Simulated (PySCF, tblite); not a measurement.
Isomers of C4H10NO (doublet state), one GFN2-xTB conformer each. Single-point energies are computed at B3LYP/pcH-1 (PySCF, gas phase, no added dispersion term), electronic only. GFN2-xTB treats the open shell by occupation alone, and not every SCF solution was tested for stability.

```
    SMILES  GFN2-xTB relative energy (kcal/mol)
[CH2]OCCCN                                  0.0
 COCCC[NH]                                  1.5
```

Conformers: `[CH2:1][O:2][CH2:3][CH2:4][CH2:5][NH2:6]` (doublet state) with H–C1–O2–C3 -165° and -3°, C1–O2–C3–C4 79°, O2–C3–C4–C5 173°, C3–C4–C5–N6 70°, C4–C5–N6–H -69° and 173°; `[CH3:1][O:2][CH2:3][CH2:4][CH2:5][NH:6]` (doublet state) with C1–O2–C3–C4 175°, O2–C3–C4–C5 -66°, C3–C4–C5–N6 -68°, C4–C5–N6–H -176°.

Question: What does B3LYP/pcH-1 give for the same structures?

Answer: 
```json
{"SMILES": "[CH2]OCCCN", "B3LYP/pcH-1 E (Eh)": "-288.36510", "B3LYP/pcH-1 (kcal/mol)": "0.0", "GFN2-xTB (kcal/mol)": "0.0", "point group": "C1"}
{"SMILES": "COCCC[NH]", "B3LYP/pcH-1 E (Eh)": "-288.36380", "B3LYP/pcH-1 (kcal/mol)": "0.8", "GFN2-xTB (kcal/mol)": "1.5", "point group": "C1"}
```

Both levels put the same isomer lowest. Neighbours under 5.0 kcal/mol apart ([CH2]OCCCN and COCCC[NH]) can change places with a better method, another conformer or zero-point energy.

Question: What happens when harmonic zero-point energies from GFN2-xTB frequencies are added?

Answer: 
```json
{"SMILES": "[CH2]OCCCN", "ZPE (kcal/mol)": "85.4", "electronic (kcal/mol)": "0.0", "with ZPE (kcal/mol)": "0.0"}
{"SMILES": "COCCC[NH]", "ZPE (kcal/mol)": "84.8", "electronic (kcal/mol)": "0.8", "with ZPE (kcal/mol)": "0.2"}
```

The zero-point energies span 0.6 kcal/mol. The order is unchanged.

Question: As an exercise, what shares would exp(−E/RT) give at 298.15 K from these electronic energies alone (no entropy, no degeneracies)?

Answer: RT = 0.592 kcal/mol: [CH2]OCCCN 79.9 %, COCCC[NH] 20.1 %.
